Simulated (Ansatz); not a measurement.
Reaction (SMILES): Cl[Si]Cl (closed-shell singlet) + 3 [H][H] (H2) → 2 Cl (HCl) + [SiH4] (SiH4)
B3LYP-D3(BJ)/def2-TZVP geometries, fixed; electronic energies without zero-point terms.

Effect of a fitting basis named in the input at MP2/def2-TZVPP with Ansatz (a quantum-chemistry and plane-wave program), against the last row, where the energy of full hydrogenation is -3.60 kcal/mol. Cores are frozen. A restricted Hartree-Fock determinant is unstable towards unrestricted orbitals. The default fits or decomposes integrals by the program's own choice; accuracy: high also tightens integrals, grids and stops.

| setting | largest shift of a total energy (mEh) | shift of the energy of full hydrogenation (kcal/mol) |
|---|---|---|
| fitting: def2-universal-jkfit and def2-SVP-RIFIT | -7.147 | 1.164 |
| fitting: def2-universal-jkfit and cc-pVDZ-RIFIT | -6.636 | 1.143 |
| fitting: def2-universal-jkfit and cc-pVTZ-RIFIT | 0.136 | 0.040 |
| fitting: def2-universal-jkfit and aug-cc-pVTZ-RIFIT | 0.146 | 0.023 |
| fitting: def2-universal-jkfit and cc-pVQZ-RIFIT | 0.161 | -0.003 |
| fitting: def2-universal-jkfit and aug-cc-pVQZ-RIFIT | 0.164 | -0.008 |
| accuracy: high | -0.005 | 0.001 |
| accuracy: medium (default) | 0.000 | 0.000 |

Within 0.02 kcal/mol in the energy of full hydrogenation: fitting: def2-universal-jkfit and cc-pVQZ-RIFIT; fitting: def2-universal-jkfit and aug-cc-pVQZ-RIFIT; accuracy: high. The largest shift is 7.147 mEh in a total energy and 1.164 kcal/mol in the difference.
